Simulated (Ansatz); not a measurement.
# P3: the cost of one run

Method: def2-TZVPP, core rule «outside noble gas», up to 15 orbitals frozen; program: Ansatz 0.2.0, Gaussian basis.

The runs, in order: UHF; ROHF; CCSD(T) on UHF.

## (1) The geometry

The geometry is a PBE0/def2-TZVP stationary point (not a proven minimum) of the parent state, kept for this charge and spin.

3 atoms, charge 1, spin multiplicity 5.

Atoms are counted from 1 here; the program's logs count them from 0.

Bond lengths: P1–P2 2.056 Å, P2–P3 2.056 Å. Angles: P1–P2–P3 107.7°.

## (2) UHF

Input file in.yaml:

```yaml
crystal:
  periodic: [false, false, false]
  atoms:
    - {symbol: P, position_ang: [0.000000, -0.404315, 1.659704]}
    - {symbol: P, position_ang: [0.000000, 0.808631, 0.000000]}
    - {symbol: P, position_ang: [0.000000, -0.404315, -1.659704]}
basis:
  gaussian: {orbitals: def2-TZVPP}
total_charge: 1
magnetization: {spin_polarized: true, initial_magnetization: 4}
hamiltonian: {xc: hf}
output: {orbitals: {seedname: orbitals}}
```

Command:

```sh
$ ansatz run in.yaml --threads 1 --pin off --events-out ev --progress --plain --max-ram 4096MiB --backend cpu
```

Q: Estimate wall time and peak memory on 1 thread of AMD EPYC 7R13, shared host.

About 22 s, with a peak of 0.42 GiB.
